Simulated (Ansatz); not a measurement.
# Elastic constant C13 of 1T (CdI2-type) HfS₂ at several levels of theory

No measured value is used here.

```tsv
level (code)	value (GPa)	cell (Å³/atom)
LDA (Ansatz)	7.44	20.74
PBE (Ansatz)	0.33	26.42
PBEsol (Ansatz)	1.88	22.15
PBE-D3(BJ) (Ansatz)	8.00	21.65
PBE-D4 (Ansatz)	___	22.13
```

Question: Fill in the missing entries.

Answer: 
- PBE-D4 (Ansatz, an electronic-structure program), value (GPa): 6.43

Density-functional levels without +SOC have no spin–orbit coupling. LDA: LDA has no dispersion term either, though it tends to give short spacings of layers, chains or molecules. PBE, PBEsol: the cell comes from a level without a dispersion term, which matters for the spacing of layers, chains or molecules. PBE-D3(BJ), PBE-D4: the dispersion coefficients are held fixed in the derivatives. Each level is taken at its own relaxed cell. Ansatz's density-functional and Hartree–Fock values are scalar-relativistic unless marked +SOC, with PAW data made under PBE.
